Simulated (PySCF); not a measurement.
Compound: C₄H₇ (doublet state).
Geometry (PBE0-D3(BJ)/def2-SVP, Å), atoms numbered from 1 in this order:
```xyz
11
C4H7 angstrom
C      1.395   -0.194   -0.147
C     -0.019   -0.287    0.375
C     -1.151   -0.545   -0.520
C     -1.032    0.802    0.043
H      1.411    0.237   -1.160
H      1.862   -1.190   -0.200
H      2.018    0.439    0.505
H     -0.094   -0.719    1.384
H     -1.951   -1.286   -0.537
H     -1.741    1.132    0.814
H     -0.688    1.616   -0.609
```

The species is `C[C@@H]1[CH]C1` [radical].

The calculation used PySCF 2.14.0, UKS B3LYP, IGLO-III on C, pcH-1 on H, non-relativistic, mean-field spin-orbit, GIAO. Geometry: PBE0-D3(BJ)/def2-SVP; no solvent, vibrations or thermal averaging. No stability test was run, so a lower SCF solution isn't excluded.

Principal values of hyperfine tensors in MHz (contact and dipolar terms together), for some of the nuclei:

```
atom  isotope      A1      A2      A3
  C3      13C  179.22  183.46  398.50
 H11       1H   84.40   86.62  100.47
 H10       1H   55.06   58.26   66.96
  H8       1H   48.54   52.36   61.13
  C1      13C   38.87   39.32   48.79
  C4      13C  -23.97  -19.61  -15.29
  C2      13C  -21.64  -17.58  -13.19
  H5       1H   -7.23   -4.85    4.62
```

**Question.** Split each tensor into its isotropic and traceless parts, and turn a_iso into mT with g = 2.0027.

**Answer.** a_iso = (A1 + A2 + A3)/3, Ti = Ai − a_iso; 1 mT corresponds to 28.030 MHz.

| atom | a_iso (MHz) | a_iso (mT) | T1 | T2 | T3 |
| --- | --- | --- | --- | --- | --- |
| C3 | 253.72 | 9.052 | -74.51 | -70.27 | 144.78 |
| H11 | 90.50 | 3.229 | -6.10 | -3.88 | 9.97 |
| H10 | 60.09 | 2.144 | -5.03 | -1.83 | 6.86 |
| H8 | 54.01 | 1.927 | -5.47 | -1.65 | 7.12 |
| C1 | 42.33 | 1.510 | -3.46 | -3.01 | 6.47 |
| C4 | -19.63 | -0.700 | -4.35 | 0.01 | 4.34 |
| C2 | -17.47 | -0.623 | -4.17 | -0.10 | 4.28 |
| H5 | -2.48 | -0.089 | -4.74 | -2.36 | 7.11 |

**Question.** What spin density at the nucleus of H11 lies behind its contact coupling (g_N = 5.58569)?

**Answer.** a_FC = 800.24 MHz bohr³ × g_N × ρ(0)/(2S). With a_FC = 90.50 MHz and 2S = 1, ρ(0) = 0.02025 bohr⁻³. In magnitude that is 6.4 % of the 1/π = 0.318 of a free hydrogen atom.

**Question.** H9 (1H, g_N = 5.58569) isn't in the table. Its spin density at the nucleus is -0.003362 bohr⁻³. What is its contact coupling?

**Answer.** By the same relation, a_FC = -15.03 MHz. Its full tensor has the principal values -48.56, -18.73, 22.20 MHz.

**Question.** Which nucleus of the table has the largest anisotropic coupling, and what is its form?

**Answer.** C3: -74.5, -70.3, 144.8 MHz, nearly axial, close to the ratio −1:−1:+2, the form that spin in one p orbital centred on that nucleus gives.

**Question.** In a single crystal, with the field along each principal axis of the tensor of C3 in turn, what first-order splitting does this nucleus give (isotropic g, quadrupole terms neglected)?

**Answer.** 2 lines (I = 1/2), spaced by |A_i|/(g × 13.996): 6.39, 6.54, 14.22 mT along the axes of A1, A2 and A3.
